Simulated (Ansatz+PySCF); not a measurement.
Two shapes of singlet C2H3N.

Shape 1:

```xyz
6

C     0.0000    0.0000   -1.1748
C     0.0000    0.0000    0.2783
N     0.0000    0.0000    1.4351
H     0.0000   -1.0314   -1.5557
H    -0.8932    0.5157   -1.5557
H     0.8932    0.5157   -1.5557
```

Shape 2:

```xyz
6

C    -0.0054   -0.0155   -1.2220
C     0.0196    0.0424    0.2962
N     0.0197   -0.0454    1.4422
H    -0.0057   -1.0570   -1.5982
H    -0.8824    0.4746   -1.5293
H     0.8824    0.4850   -1.5936
```

Basis set: def2-SVP (spherical functions). Left uncorrelated: 3 orbitals. Charge 0, multiplicity 1.

Computed with Ansatz (development build ahead of 0.2.0); each method stands on the lowest determinant of its kind that the runs found.

Which shape is lower in energy, and by how much in each method?

```json
{"method": "RHF-MP2", "E(2) − E(1) (eV)": "0.145"}
{"method": "UHF-MP2", "E(2) − E(1) (eV)": "0.145"}
{"method": "RHF-CCSD", "E(2) − E(1) (eV)": "0.122"}
{"method": "PBE (unrestricted)", "E(2) − E(1) (eV)": "0.163"}
{"method": "ωB97X (unrestricted)", "E(2) − E(1) (eV)": "0.133"}
```

Shape 1 is lower.
